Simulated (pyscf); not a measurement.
Thermochemistry of product channels of Cl–GeH₃ + water (H₂O) on the singlet surface, in kJ/mol, from ωB97M-D3(BJ)/def2-TZVP energies (ideal gas, 1 atm, RRHO with modes under 100 cm⁻¹ raised to 100, one conformer, R ln 2 for chiral ones without a mode under 150 cm⁻¹). Structures and frequencies: ωB97X-D3(BJ)/def2-SVP in PySCF.

```
products                              ΔE  ΔH(298 K)  ΔG(900 K)  ΔG(1200 K)
---------------------------------  -----  ---------  ---------  ----------
HO–GeH₂–Cl + hydrogen (H₂)         -15.9      -27.3      -21.7         ___
HO–GeH₃ + hydrogen chloride (HCl)    ___      +43.2      +36.6       +32.9
```

Task: What belongs in the gaps?

Result: 
- HO–GeH₂–Cl + hydrogen (H₂), ΔG(1200 K): -23.2
- HO–GeH₃ + hydrogen chloride (HCl), ΔE: +50.0

These are energies of the channels, which say nothing of barriers. Elements up to Kr have no core potential and no relativistic terms here.
